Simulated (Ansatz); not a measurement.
Process, species as SMILES: NC=O + 3 [H][H] (H2) → C (CH4) + N (NH3) + O (H2O)
B3LYP-D3(BJ)/def2-TZVP geometries, fixed; electronic energies without zero-point terms.

Basis-set convergence of the energy of full hydrogenation at r2SCAN with Ansatz (a program for electronic structure). Cartesian d functions, on some or all atoms, in 6-31G*, 6-31+G*; all else is spherical. The program fits the integrals of some runs and decomposes those of others, by size. Species with rotatable bonds are taken in one conformer. No added dispersion term, no relativity. Functions are those of the species that has most. Reference: the value in aug-pcseg-3, -50.99 kcal/mol, itself unsure by roughly 0.05 kcal/mol (its mean distance from aug-cc-pVQZ, def2-QZVPPD, pcseg-3). Deviations are taken from unrounded values.

| basis | functions | energy of full hydrogenation (kcal/mol) |
|---|---|---|
| 6-31G* | 51 | -36.33 |
| 6-31+G* | 63 | -42.21 |
| cc-pVDZ | 57 | -43.44 |
| aug-cc-pVDZ | 96 | -54.50 |
| def2-SVP | 57 | -42.25 |
| def2-SVPD | 87 | -52.83 |
| pcseg-1 | 57 | -44.85 |
| aug-pcseg-1 | 96 | -50.12 |
| 6-311G** | 72 | -45.58 |
| 6-311+G** | 84 | -50.59 |
| def2-TZVP | 111 | -46.82 |
| def2-TZVPD | 141 | -49.09 |
| cc-pVTZ | 132 | -48.39 |
| aug-cc-pVTZ | 207 | -51.43 |
| pcseg-2 | 132 | -50.78 |
| aug-pcseg-2 | 207 | -51.45 |
| def2-TZVPP | 135 | -49.90 |
| def2-TZVPPD | 165 | -51.39 |
| cc-pVQZ | 255 | -49.53 |
| aug-cc-pVQZ | 378 | -50.92 |
| def2-QZVPP | 261 | -50.57 |
| def2-QZVPPD | 291 | -51.03 |
| pcseg-3 | 279 | -50.93 |
| aug-pcseg-3 | 402 | -50.99 |

What the diffuse functions change, pair by pair:
- 6-31G* to 6-31+G*: 12 more functions, deviation 14.66 to 8.78 kcal/mol
- cc-pVDZ to aug-cc-pVDZ: 39 more functions, deviation 7.55 to -3.51 kcal/mol
- def2-SVP to def2-SVPD: 30 more functions, deviation 8.74 to -1.84 kcal/mol
- pcseg-1 to aug-pcseg-1: 39 more functions, deviation 6.14 to 0.87 kcal/mol
- 6-311G** to 6-311+G**: 12 more functions, deviation 5.41 to 0.40 kcal/mol
- def2-TZVP to def2-TZVPD: 30 more functions, deviation 4.17 to 1.91 kcal/mol
- cc-pVTZ to aug-cc-pVTZ: 75 more functions, deviation 2.60 to -0.44 kcal/mol
- pcseg-2 to aug-pcseg-2: 75 more functions, deviation 0.21 to -0.46 kcal/mol
- def2-TZVPP to def2-TZVPPD: 30 more functions, deviation 1.09 to -0.40 kcal/mol
- cc-pVQZ to aug-cc-pVQZ: 123 more functions, deviation 1.46 to 0.07 kcal/mol
- def2-QZVPP to def2-QZVPPD: 30 more functions, deviation 0.42 to -0.04 kcal/mol
- pcseg-3 to aug-pcseg-3: 123 more functions, deviation 0.06 to 0.00 kcal/mol

Leaving out the reference's own pair, they bring the value nearer the reference by more than 0.05 kcal/mol in 10 of 11 pairs.
